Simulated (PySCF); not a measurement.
Molecule: SMILES CC(F)F, C₂H₄F₂.

Atom-mapped SMILES (the numbers label the heavy atoms): `[CH3:1][CH:2]([F:3])[F:4]`; H(Xn) means a hydrogen on atom n.

Geometry PBE0-D3(BJ)/def2-SVP throughout; GIAO in PySCF 2.14, gas phase, one conformer, non-relativistic; equivalent atoms averaged; basis pcSseg-2.

**Question.** How do the absolute shieldings σ depend on the functional? (ppm; last column core-seconds on shared hosts with different chips, so compare them loosely)

**Answer.** 
```
functional                    kind    C2     C1  F3/F4  H(C2)  H(C1)  core-s
        HF            Hartree–Fock  84.7  169.2  341.1  26.33  30.23     5.3
       LDA                     LDA  50.2  158.0  279.7  24.45  29.45      14
       PBE                     GGA  53.0  156.6  281.9  24.97  29.85      17
      BLYP                     GGA  47.8  151.6  280.5  25.16  30.00      17
      BP86                     GGA  53.1  156.4  284.3  25.03  29.90      17
      OPBE                     GGA  62.3  162.4  291.2  25.06  29.90      17
       KT2                     GGA  60.2  160.2  281.6  25.02  29.86      17
       KT3                     GGA  60.5  159.0  285.9  25.24  30.01      17
     B97-D                     GGA  55.4  156.3  290.3  25.23  30.03      16
     B3LYP           global hybrid  56.0  156.1  295.9  25.42  29.99      11
      PBE0           global hybrid  62.6  161.6  300.9  25.34  29.89      11
  mPW1PW91           global hybrid  62.0  160.9  302.1  25.40  29.94      11
      WP04           global hybrid  46.8  149.0  303.7  25.78  30.16      18
     B97-2           global hybrid  63.0  160.9  302.6  25.45  29.99      20
 BHandHLYP           global hybrid  67.0  161.4  314.5  25.74  30.02      20
 CAM-B3LYP  range-separated hybrid  59.2  159.1  301.7  25.40  29.90      25
   wB97X-D  range-separated hybrid  63.0  161.4  305.7  25.51  29.97      24
   LC-wPBE  range-separated hybrid  64.6  164.5  310.2  25.45  29.90      32
```

**Question.** Which nucleus moves most, in ppm?

**Answer.** F3/F4 (fluorine of a CF2 group): from 279.7 ppm with LDA to 341.1 ppm with HF. The smallest spread is 0.78 ppm, at H(C1). Proton shifts span only some 12 ppm, so a few tenths of a ppm matter as much there as several ppm in carbon.
